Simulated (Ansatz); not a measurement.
# Tungsten, bcc under PBE: how the Gaussian smearing moves the result

A convergence test of the Gaussian smearing width. The geometry was relaxed under PBE beforehand and stays fixed; 7 values are run, from 0.01 to 1.0 eV. Wanted are the values from which on the energy stays within 10 and 1 meV/atom, and the pressure within 0.5 GPa, of the narrowest run. Within the series other settings stay, but some runs also write fields, which adds to their time. Spin polarisation is left out.

Program: Ansatz 0.2.0. Level of theory: DFT PBE, plane waves with PAW, scalar-relativistic. These are calculated values, not measurements.

### 1 The starting structure

It takes space group Im-3m (No. 229, cubic). The conventional cell has a = 3.184 Å, b = 3.184 Å, c = 3.184 Å, α = 90.00°, β = 90.00°, γ = 90.00°. Around W (site symmetry m-3m) lie 8 W at 2.76 Å.

Structure file:

```
CELL_PARAMETERS angstrom
-1.59217 1.59217 1.59217
1.59217 -1.59217 1.59217
1.59217 1.59217 -1.59217
ATOMIC_POSITIONS crystal
W 0.00000 0.00000 0.00000
```

### 2 Width 0.01 eV

The run at 0.01 eV.

File input.yaml:

```yaml
crystal:
  lattice:
    - [-1.5921723362, 1.5921723362, 1.5921723362]
    - [1.5921723362, -1.5921723362, 1.5921723362]
    - [1.5921723362, 1.5921723362, -1.5921723362]
  atoms:
    - { symbol: W, position: [0.0, 0.0, 0.0] }
hamiltonian:
  xc: pbe
  pseudopotentials:
    kind: paw
    azcp:
      W: "pseudopotentials/W.paw.azcp"
basis:
  ecutwfc: 420
  fft_grid_basis: typed
kpoints:
  mp_grid: { grid: [14, 14, 14], shift: [0, 0, 0] }
magnetization:
  spin_polarized: false
scf:
  occupations: { method: gaussian, width: 0.01 }
  lower_state_search: "off"
output:
  stress: true
```

Run with:

```
> ansatz run input.yaml --threads 1 --pin off --max-ram 3584MiB --backend cpu --events-out ev --progress --plain --runs-dir out
```

### 3 Width 0.03 eV

The run at 0.03 eV.

input.yaml: that of step 2 with these lines changed.

```diff
@@ -21,3 +21,3 @@
 scf:
-  occupations: { method: gaussian, width: 0.01 }
+  occupations: { method: gaussian, width: 0.03 }
   lower_state_search: "off"
```

### 4 Width 0.1 eV

The run at 0.1 eV.

input.yaml: that of step 3 with these lines changed.

```diff
@@ -21,3 +21,3 @@
 scf:
-  occupations: { method: gaussian, width: 0.03 }
+  occupations: { method: gaussian, width: 0.1 }
   lower_state_search: "off"
@@ -25 +25,5 @@
   stress: true
+  write_density: true
+  write_potential: true
+  elf: true
+  volumetric_format: npy
```

### 5 Width 0.2 eV

The run at 0.2 eV.

input.yaml: that of step 4 with these lines changed.

```diff
@@ -21,3 +21,3 @@
 scf:
-  occupations: { method: gaussian, width: 0.1 }
+  occupations: { method: gaussian, width: 0.2 }
   lower_state_search: "off"
@@ -25,5 +25 @@
   stress: true
-  write_density: true
-  write_potential: true
-  elf: true
-  volumetric_format: npy
```

### 6 Width 0.3 eV

The run at 0.3 eV.

input.yaml: that of step 5 with these lines changed.

```diff
@@ -21,3 +21,3 @@
 scf:
-  occupations: { method: gaussian, width: 0.2 }
+  occupations: { method: gaussian, width: 0.3 }
   lower_state_search: "off"
```

### 7 Width 0.6 eV

The run at 0.6 eV.

input.yaml: that of step 6 with these lines changed.

```diff
@@ -21,3 +21,3 @@
 scf:
-  occupations: { method: gaussian, width: 0.3 }
+  occupations: { method: gaussian, width: 0.6 }
   lower_state_search: "off"
```

### 8 Width 1.0 eV

The run at 1.0 eV.

input.yaml: that of step 7 with these lines changed.

```diff
@@ -21,3 +21,3 @@
 scf:
-  occupations: { method: gaussian, width: 0.6 }
+  occupations: { method: gaussian, width: 1.0 }
   lower_state_search: "off"
```

(Steps that only read results are left out.)

What does the calculation give?

**Answer**, as computed:

| quantity | value |
| --- | --- |
| E(σ → 0) stays within 10 meV/atom of 0.01 eV | up to 1.0 eV |
| E(σ → 0) stays within 1 meV/atom | up to 0.2 eV |
| pressure stays within 0.5 GPa | up to 1.0 eV |
| pressure at 0.01 eV | 0.37 GPa |
| energy of a separate run on a finer mesh (23×23×23) | -9.5 meV/atom from 0.01 eV |

At 1.0 eV the energy differs by +6.5 meV/atom and the pressure by +0.4 GPa. The free energy F moves by -133.6 meV/atom over the range, and the estimate for σ → 0 by +6.5. In theory F falls as the square of the width under this scheme, but here the ratio is not steady: the mesh at narrow widths, or a density of states that varies over the wide ones, can both cause that. The mesh (14×14×14) is fixed, so the narrowest widths carry a k-point error of their own. The yardstick itself is unsettled by 9.5 meV/atom against the finer mesh, so the thresholds above hold only within this series, and wider smearing, which averages over more states, can land nearer the fine-mesh value than the narrowest does.
